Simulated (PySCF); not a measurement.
acetylene (C2H2), SMILES C#C.

The structure is a stationary point at PBE0-D3(BJ)/def2-TZVPD.

Method: PBE/def2-TZVPD in PySCF.

Gas-phase values at a fixed geometry.

| Quantity | Result |
|---|---|
| total energy | -77.25148 hartree |
| point group | D∞h |
| highest occupied level | -7.19 eV |
| lowest empty level | -0.29 eV |
| orbital gap | 6.90 eV |
| dipole moment | 0.00 D |
| quadrupole, principal values (traceless, Buckingham form, about the centre of nuclear charge) | -3.20, -3.20, 6.41 D·Å |
| mean static polarisability | 23.5 bohr³ (3.48 Å³) |
| polarisability, principal values | 19.4, 19.4, 31.6 bohr³ |
